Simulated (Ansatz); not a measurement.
A basis-limit estimate, worked out

The pair of H$_{2}$S (SMILES S, atoms 1–3) and CH$_{4}$O (SMILES CO, atoms 4–9), both closed shells, in one local arrangement (a lower one may exist), relaxed at PBE0-D4/def2-TZVP:

| atom | x (Å) | y (Å) | z (Å) |
| --- | --- | --- | --- |
| S1 | -0.2702 | -0.4745 | -2.6612 |
| H2 | -0.4745 | 0.1040 | -1.4592 |
| H3 | 0.5144 | 0.5293 | -3.0796 |
| C4 | 0.3085 | -0.2572 | 1.2682 |
| O5 | -0.4396 | 0.6982 | 0.5424 |
| H6 | 1.1343 | -0.5662 | 0.6275 |
| H7 | -0.2841 | -1.1451 | 1.5152 |
| H8 | 0.7220 | 0.1647 | 2.1909 |
| H9 | -1.2110 | 0.9468 | 1.0559 |

Both fragments are computed in the basis of the whole pair.

Ansatz 0.2.0; basis: def2-TZVPPD and def2-QZVPPD; cores frozen in the correlated methods.

Energies in eV:

| quantity | pair | first fragment | second fragment |
| --- | --- | --- | --- |
| Hartree–Fock, triple zeta (X = 3) | -13981.36485 | -10849.40887 | -3131.92349 |
| Hartree–Fock, quadruple zeta (X = 4) | -13981.80323 | -10849.70885 | -3132.06229 |
| MP2 correlation, X = 3 | -17.04075 | -5.24647 | -11.69338 |
| MP2 correlation, X = 4 | -18.25950 | -5.65257 | -12.49579 |
| CCSD(T) correlation, X = 3 | -18.82723 | -6.13200 | -12.60767 |

Problem. Work out the interaction energy at the basis limit: extrapolate Hartree–Fock as E(X) = E∞ + A exp(−7.88 √X) and the MP2 correlation as E(X) = E∞ + B X^−2.97 (the exponents that Neese and Valeev fitted for def2-TZVPP and QZVPP, reused here for the diffuse sets), then add CCSD(T) − MP2 in triple zeta.

Solution. Each step is linear, so take the differences first (pair − first fragment − second fragment): Hartree–Fock -0.03249 (X = 3) and -0.03209 (X = 4); MP2 correlation -0.10090 and -0.11114; CCSD(T) correlation -0.08756.
Two points give E∞ = E(4) + w [E(4) − E(3)], with w = 1/(exp(7.88 (2 − √3)) − 1) = 0.1377 for Hartree–Fock and w = 1/((4/3)^2.97 − 1) = 0.7407 for the correlation.
Hartree–Fock: -0.03209 + 0.1377 × 0.00040 = -0.0320 eV.
MP2 correlation: -0.11114 + 0.7407 × (-0.01024) = -0.1187 eV.
CCSD(T) − MP2: -0.08756 − (-0.10090) = 0.0133 eV.
Sum: -0.0320 + (-0.1187) + 0.0133 = -0.1374 eV, or -3.17 kcal/mol. Plain CCSD(T) in triple zeta gives -0.1200 eV, so the larger basis shifts the result by -0.0174 eV.

The T1 diagnostic stays at or below 0.011.

For scale, one of the runs: CCSD(T)/def2-TZVPPD, 230 basis functions, launched by `ansatz run in.yaml --threads 4 --pin off --events-out ev --progress --plain --max-ram 9574MiB`. The run took 68 s on 4 CPU threads of an Arm Neoverse V1 (shared host), with 3.9 GiB of host memory at its peak.
